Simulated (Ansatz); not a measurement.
# Nudged elastic band run: FH4NSi

Input:

```yaml
crystal:
  periodic: [false, false, false]
  atoms:
    - { symbol: Si, position_ang: [0.200329, -0.071078, 0.069333] }
    - { symbol: F, position_ang: [-0.133579, 0.20888, 1.636568] }
    - { symbol: H, position_ang: [1.65321, -0.355541, 0.010145] }
    - { symbol: H, position_ang: [-0.205531, 1.150295, -0.665075] }
    - { symbol: "N", position_ang: [-0.646803, -1.394467, -0.591076] }
    - { symbol: H, position_ang: [-0.394091, -2.353564, -0.380575] }
    - { symbol: H, position_ang: [-1.614036, -1.314026, -0.884821] }
basis:
  gaussian: { orbitals: def2-SVP }
hamiltonian:
  xc: cam_b3lyp
neb:
  order_check: false
  images: 9
  f_tol: 0.05
  max_iterations: 60
  final_atoms:
    - { symbol: Si, position_ang: [0.28194706, -0.17284208, -0.74003179] }
    - { symbol: F, position_ang: [0.99404512, 0.23354036, 1.85436189] }
    - { symbol: H, position_ang: [1.64129391, 0.03572714, 1.20928351] }
    - { symbol: H, position_ang: [-0.73083947, 0.9621795, -0.72376167] }
    - { symbol: "N", position_ang: [-0.86418473, -1.4396839, -0.79874632] }
    - { symbol: H, position_ang: [-1.87381793, -1.33143805, -0.7931761] }
    - { symbol: H, position_ang: [-0.58894497, -2.41698397, -0.81343052] }
  initial_path:
    images:
      - { positions_ang: [[0.200329, -0.071078, 0.069333], [-0.133579, 0.20888, 1.636568], [1.65321, -0.355541, 0.010145], [-0.205531, 1.150295, -0.665075], [-0.646803, -1.394467, -0.591076], [-0.394091, -2.353564, -0.380575], [-1.614036, -1.314026, -0.884821]] }
      - { positions_ang: [[0.1601526, -0.05671012, 0.05483262], [0.07867073, 0.17123647, 1.61468191], [1.64238889, -0.28541764, 0.09620881], [-0.29526662, 1.15787402, -0.64067572], [-0.68561838, -1.41331094, -0.59727927], [-0.59778485, -2.300478, -0.29658374], [-1.44304337, -1.40269479, -1.03668561]] }
      - { positions_ang: [[0.1199762, -0.04234225, 0.04033223], [0.29092045, 0.13359293, 1.59279582], [1.63156778, -0.21529428, 0.18227261], [-0.38500224, 1.16545304, -0.61627643], [-0.72443376, -1.43215487, -0.60348254], [-0.80147871, -2.247392, -0.21259248], [-1.27205073, -1.49136357, -1.18855022]] }
      - { positions_ang: [[0.0797998, -0.02797437, 0.02583185], [0.50317018, 0.0959494, 1.57090973], [1.62074667, -0.14517092, 0.26833642], [-0.47473785, 1.17303206, -0.59187715], [-0.76324914, -1.45099881, -0.60968581], [-1.00517256, -2.194306, -0.12860121], [-1.1010581, -1.58003236, -1.34041483]] }
      - { positions_ang: [[0.0396234, -0.01360649, 0.01133147], [0.71541991, 0.05830586, 1.54902364], [1.60992556, -0.07504757, 0.35440023], [-0.56447347, 1.18061109, -0.56747786], [-0.80206451, -1.46984275, -0.61588908], [-1.20886641, -2.14122, -0.04460995], [-0.93006547, -1.66870115, -1.49227944]] }
      - { positions_ang: [[-0.000553, 0.00076139, -0.00316892], [0.92766963, 0.02066233, 1.52713755], [1.59910446, -0.00492421, 0.44046403], [-0.65420909, 1.18819011, -0.54307858], [-0.84087989, -1.48868668, -0.62209236], [-1.41256027, -2.088134, 0.03938131], [-0.75907284, -1.75736994, -1.64414404]] }
      - { positions_ang: [[0.05594701, -0.03395931, -0.15054149], [0.94094473, 0.06323793, 1.59258242], [1.60754235, 0.00320606, 0.59422793], [-0.66953517, 1.14298799, -0.5792152], [-0.84554086, -1.47888613, -0.65742315], [-1.5048118, -1.93679481, -0.12713017], [-0.72504726, -1.88929274, -1.47800134]] }
      - { positions_ang: [[0.11244702, -0.06868, -0.29791407], [0.95421983, 0.10581354, 1.65802729], [1.61598024, 0.01133633, 0.74799182], [-0.68486124, 1.09778586, -0.61535182], [-0.85020183, -1.46908557, -0.69275394], [-1.59706333, -1.78545562, -0.29364166], [-0.69102169, -2.02121555, -1.31185863]] }
      - { positions_ang: [[0.16894704, -0.10340069, -0.44528664], [0.96749492, 0.14838915, 1.72347216], [1.62441813, 0.0194666, 0.90175572], [-0.70018732, 1.05258374, -0.65148843], [-0.85486279, -1.45928502, -0.72808474], [-1.68931486, -1.63411643, -0.46015314], [-0.65699611, -2.15313835, -1.14571593]] }
      - { positions_ang: [[0.22544705, -0.13812138, -0.59265922], [0.98077002, 0.19096475, 1.78891703], [1.63285602, 0.02759687, 1.05551962], [-0.71551339, 1.00738162, -0.68762505], [-0.85952376, -1.44948446, -0.76341553], [-1.7815664, -1.48277724, -0.62666462], [-0.62297054, -2.28506116, -0.97957322]] }
      - { positions_ang: [[0.28194706, -0.17284208, -0.74003179], [0.99404512, 0.23354036, 1.85436189], [1.64129391, 0.03572714, 1.20928351], [-0.73083947, 0.9621795, -0.72376167], [-0.86418473, -1.4396839, -0.79874632], [-1.87381793, -1.33143805, -0.7931761], [-0.58894497, -2.41698397, -0.81343052]] }
```

Run as:

```bash
$ ansatz run input.yaml --threads 1 --pin off --max-ram 2048MiB --backend cpu --events-out ev --progress --plain --runs-dir out
```

Output, in part (warnings, iteration lines, the closing report on the highest movable image, with atoms numbered from 0):

```
NEB end point (image 0): max|allowed force component| = 2.164e-2 eV/Å (the criterion of neb.relax_end_points is 1.000e-2)
NEB end point (image 10): max|allowed force component| = 2.132e-2 eV/Å (the criterion of neb.relax_end_points is 1.000e-2)
NEB iter   1: max|band force component| = 1.657e1 eV/Å  barrier→ = 5.8127 eV  barrier← = 2.8047 eV  Δτ_max = 0.2000 Å  (275 SCF iters)
NEB iter   2: max|band force component| = 3.049e0 eV/Å  barrier→ = 4.0393 eV  barrier← = 1.0313 eV  Δτ_max = 0.2000 Å  (267 SCF iters)
NEB iter   3: max|band force component| = 1.954e0 eV/Å  barrier→ = 3.8383 eV  barrier← = 0.8303 eV  Δτ_max = 0.2000 Å  (250 SCF iters)
NEB iter   4: max|band force component| = 1.428e0 eV/Å  barrier→ = 3.7308 eV  barrier← = 0.7228 eV  Δτ_max = 0.2000 Å  (245 SCF iters)
NEB iter   5: max|band force component| = 2.011e0 eV/Å  barrier→ = 4.0060 eV  barrier← = 0.9980 eV  Δτ_max = 0.1007 Å  (238 SCF iters)
NEB iter   6: max|band force component| = 1.039e0 eV/Å  barrier→ = 3.7794 eV  barrier← = 0.7714 eV  Δτ_max = 0.1010 Å  (234 SCF iters)
NEB iter   7: max|band force component| = 1.100e0 eV/Å  barrier→ = 3.4277 eV  barrier← = 0.4197 eV  Δτ_max = 0.0963 Å  (229 SCF iters)
NEB iter   8: max|band force component| = 5.049e-1 eV/Å  barrier→ = 3.3707 eV  barrier← = 0.3627 eV  Δτ_max = 0.1965 Å  (226 SCF iters)
NEB iter   9: max|band force component| = 7.695e-1 eV/Å  barrier→ = 3.3565 eV  barrier← = 0.3485 eV  CI = image 8  Δτ_max = 0.1982 Å  (234 SCF iters)
NEB iter  10: max|band force component| = 6.591e-1 eV/Å  barrier→ = 3.3678 eV  barrier← = 0.3598 eV  CI = image 8  Δτ_max = 0.1952 Å  (228 SCF iters)
NEB iter  11: max|band force component| = 8.594e-1 eV/Å  barrier→ = 3.4803 eV  barrier← = 0.4723 eV  CI = image 8  Δτ_max = 0.0969 Å  (230 SCF iters)
NEB iter  12: max|band force component| = 9.113e-1 eV/Å  barrier→ = 3.6073 eV  barrier← = 0.5993 eV  CI = image 8  Δτ_max = 0.1002 Å  (225 SCF iters)
NEB iter  13: max|band force component| = 3.414e-1 eV/Å  barrier→ = 3.5792 eV  barrier← = 0.5712 eV  CI = image 8  Δτ_max = 0.0781 Å  (218 SCF iters)
NEB iter  14: max|band force component| = 1.740e-1 eV/Å  barrier→ = 3.5654 eV  barrier← = 0.5574 eV  CI = image 8  Δτ_max = 0.0276 Å  (220 SCF iters)
NEB iter  15: max|band force component| = 8.579e-2 eV/Å  barrier→ = 3.5650 eV  barrier← = 0.5570 eV  CI = image 8  Δτ_max = 0.0217 Å  (204 SCF iters)
NEB iter  16: max|band force component| = 6.479e-2 eV/Å  barrier→ = 3.5639 eV  barrier← = 0.5559 eV  CI = image 8  Δτ_max = 0.0083 Å  (198 SCF iters)
NEB iter  17: max|band force component| = 2.319e-2 eV/Å  barrier→ = 3.5637 eV  barrier← = 0.5557 eV  CI = image 8  Δτ_max = 0.0000 Å  (409 SCF iters)
Total energy: -12141.37261980 eV, -446.1872140597 hartree
Atom 0 at     0.231021    -0.053072    -0.400015 Å, force    -0.010066    -0.010174     0.009373 eV/Å
Atom 1 at     0.805965     0.012082     1.515233 Å, force    -0.005479     0.002290     0.001768 eV/Å
Atom 2 at     1.533382    -0.063718     0.587753 Å, force     0.011289     0.005162    -0.005002 eV/Å
Atom 3 at    -0.739282     1.084723    -0.397078 Å, force     0.000936     0.000808     0.000144 eV/Å
Atom 4 at    -0.775197    -1.396834    -0.681803 Å, force     0.006884    -0.001867    -0.005957 eV/Å
Atom 5 at    -1.788318    -1.377956    -0.632069 Å, force     0.004529     0.002115    -0.000230 eV/Å
Atom 6 at    -0.408073    -2.334726    -0.797523 Å, force    -0.008092     0.001666    -0.000097 eV/Å
Dipole moment:    -0.240407    -0.300944    -0.292872 e Å
```

It converged. The profile has 2 maxima (images 3, 8) with wells between them (image 5): this band takes more than one step, which may be the mechanism or a detour left from its start path. Neighbouring images differ by up to 2.1 eV, so the band resolves the path poorly. A vibrational analysis at the climbing image gives one clearly imaginary mode, 1263i cm⁻¹: a first-order saddle point. The orbitals stay closed-shell, which can raise the energy where a bond breaks towards radicals; this wasn't checked here.

Final band (atoms are numbered from 1 in the order of the input):

```csv
image,path coordinate (Å),energy (kJ/mol),Si1–F2 (Å),Si1–H3 (Å),F2–H3 (Å)
0,0.00,0.0,1.63,1.48,2.48
1,0.59,5.8,1.62,1.48,2.45
2,1.17,14.1,1.62,1.49,2.47
3,1.76,18.4,1.62,1.49,2.52
4,2.35,12.8,1.62,1.48,2.55
5,2.93,3.9,1.63,1.48,2.53
6,3.52,5.1,1.63,1.48,2.36
7,4.10,143.0,1.70,1.48,1.77
8,4.69,343.8,2.00,1.63,1.18
9,5.16,298.3,2.41,2.06,0.95
10,5.62,290.2,2.72,2.39,0.93
```

Time of the run: 2.8 min on 1 thread of Intel(R) Xeon(R) Platinum 8488C (Sapphire Rapids) (shared host), peak memory 0.15 GiB.
